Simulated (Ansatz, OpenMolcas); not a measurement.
## PNH4 (SMILES N=[PH3]): the vertical energy of the triplet above the singlet, rung by rung

PNH4 has 6 atoms, charge 0, and is taken as a singlet. SMILES: `N=[PH3]`. The shape is that of a GFN2-xTB optimisation.

```xyz
6

N     0.6145   -0.7126    0.8681
P    -0.1568    0.2251   -0.0815
H     1.0353   -1.5193    0.4338
H    -1.2997   -0.1796   -0.7813
H     0.4653    0.9308   -1.1183
H    -0.6585    1.2556    0.6793
```

Quantity: the vertical energy of the triplet above the singlet, in eV. The values are calculated.

```tsv
level	kind	program	value (eV)	less FCI/STO-3G
HF/STO-3G	Hartree–Fock	OpenMolcas	6.02	-0.67
BLYP/STO-3G	GGA	Ansatz	6.77	+0.08
r2SCAN/STO-3G	meta-GGA	OpenMolcas	6.78	+0.09
PBE0/STO-3G	global hybrid	OpenMolcas	6.73	+0.04
wB97X/STO-3G	range-separated hybrid	Ansatz	6.74	+0.05
RPA@PBE/STO-3G	RPA	Ansatz	6.57	-0.12
MP2/STO-3G	perturbation theory	Ansatz	6.75	+0.06
BCCD(T)/STO-3G	coupled cluster or CI	Ansatz	6.70	+0.01
CCSDT/STO-3G	coupled cluster or CI	Ansatz	6.69	0.00
FCI/STO-3G	exact in the basis	Ansatz	6.69	0.00
```

FCI/STO-3G is exact within its basis and frozen core, so for wave-function methods in that basis the difference is their error; functionals converge differently with the basis, so for them it is only a difference. The values span 6.02 to 6.78 eV. All rows use very small basis sets, so even the best lies far from the true value.
